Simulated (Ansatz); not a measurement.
Ansatz (a first-principles code) input:

Ansatz 0.2 input:
```yaml
crystal:
  periodic: [false, false, false]
  atoms:
    - {symbol: C, position_ang: [1.18117604, -0.36779598, 0.01854416]}
    - {symbol: C, position_ang: [-0.00115998, 0.51798809, -0.05691682]}
    - {symbol: O, position_ang: [-1.20555268, -0.12470547, 0.10015001]}
    - {symbol: H, position_ang: [-1.92525557, 0.50464161, -0.01377086]}
    - {symbol: H, position_ang: [-0.00116302, 1.40815434, -0.67836497]}
    - {symbol: H, position_ang: [2.09806429, 0.22204659, -0.00681776]}
    - {symbol: H, position_ang: [1.17235960, -0.95240933, 0.94267001]}
    - {symbol: H, position_ang: [1.22031985, -1.08594199, -0.81468055]}
basis:
  gaussian:
    orbitals: def2-TZVPD
hamiltonian:
  xc: {name: BLYP}
magnetization: {spin_polarized: true, initial_magnetization: 1}
output: {forces: true}
```

Q: Which total energy does the run end on?

A: -154.39104 Eh (BLYP/def2-TZVPD). The basis has 159 functions.

It need not be the lowest isomer of its formula.
